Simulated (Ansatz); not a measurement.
Consider the atomization: `CC(O)(F)CF` → 3 C• + 2 F• + 6 H• + O•.

Program: Ansatz. Geometries: PBE0-D4/def2-TZVP. ΔE: electronic, gas phase. CCSD(T)/CBS adds triple-zeta CCSD(T) − MP2 to the extrapolated MP2 energy (def2 sets, frozen cores). This one scheme is used for every species, atoms too. Functionals use def2-TZVPP. B3LYP here is the variant with VWN-RPA as its local correlation; programs differ in this. Open shells (•) are unrestricted, without spin–orbit coupling. Spin–orbit coupling would lower the free atoms: a little for C, F, O. One conformer a species, not always the lowest.

`CC(O)(F)CF`:

Cartesian coordinates in Å:
```
C -1.122 0.833 0.234
C -0.235 -0.327 -0.129
O -0.406 -1.335 0.787
F -0.622 -0.791 -1.387
C 1.227 0.069 -0.249
F 1.997 -1.072 -0.369
H -1.019 1.635 -0.497
H -0.870 1.208 1.226
H -2.157 0.490 0.239
H 0.277 -1.999 0.627
H 1.385 0.689 -1.133
H 1.545 0.600 0.652
```

**Question.** What is ΔE at CCSD(T)/CBS? (Best estimate.)

**Answer.** Computed: +49.28 eV.

**Question.** What do these levels give: PBE-D4, PBE0-D4, B3LYP-D4, r2SCAN0-D4, CAM-B3LYP-D4, ωB97X-V, ωB97M-V, r2SCAN0, LC-ωPBE, CCSD(T)/def2-SVP, SCS-MP2/def2-TZVPP, HF/def2-QZVPP? (Estimate.)

**Answer.** Ansatz gave: PBE-D4 50.66, PBE0-D4 49.43, B3LYP-D4 49.09, r2SCAN0-D4 48.44, CAM-B3LYP-D4 49.55, ωB97X-V 49.36, ωB97M-V 49.42, r2SCAN0 48.38, LC-ωPBE 49.39, CCSD(T)/def2-SVP 47.00, SCS-MP2/def2-TZVPP 48.61, HF/def2-QZVPP 35.30 eV.

Largest T1 diagnostic among the species: 0.011.

In def2-TZVPP, CCSD(T) changes the Hartree–Fock value by +12.78 eV (the triples alone add +0.78 eV) and MP2 by +13.93 eV; breaking electron pairs costs correlation energy, which Hartree–Fock lacks. Leaving LDA and LC-ωPBE aside and taking each functional with its dispersion term where it has one, the values, not all of them listed here, spread over 3.37 eV, from BHLYP-D4 to PBE-D4. LDA lies +7.17 eV from PBE without D4, its usual overbinding. From PBE to PBE0 (25 % exact exchange), in def2-TZVPP and without D4, ΔE moves by −1.19 eV: exact exchange takes away binding that semilocal exchange gives to molecules.

For atomizations the MP2-based limit and the directly extrapolated one differ by several kJ/mol either way, and by 10 to 25 for some Ge, Se and Sn compounds, so smaller differences from it don't rank the levels.
